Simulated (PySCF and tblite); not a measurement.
Values are calculated unless marked as measured or tabulated.
Molecule: C₅H₉F, numbered as in [F:1][CH:2]1[CH2:3][CH2:4][CH2:5][CH2:6]1.

The ring 2–3–4–5–6 is held at Altona–Sundaralingam phase angles P (ν_j = ν_max cos(P + 144°(j − 2)), ν_j about the bond from ring atom j to j + 1, counted from 0) and the rest relaxed at GFN2-xTB. Energies: BHandHLYP/pcSseg-1 + D3(BJ). Programs: tblite and PySCF.

(1) Give the DFT energy and dipole along the phase angle P.

(2) How free is the pseudorotation?

Answers

(1) 
```tsv
phase angle P °	E kcal/mol	dipole D	amplitude °
0	0.75	2.01	41
36	0.00	1.94	40
72	0.22	1.92	38
108	0.30	1.93	37
144	0.04	1.94	40
180	0.71	2.01	42
216	1.38	2.05	41
252	1.55	2.06	40
288	1.57	2.06	40
324	1.42	2.05	40
```

(2) The sampled points span 1.57 kcal/mol, from P = 36° to P = 288°; RT at 298 K is 0.59 kcal/mol, so it is hindered but fast.
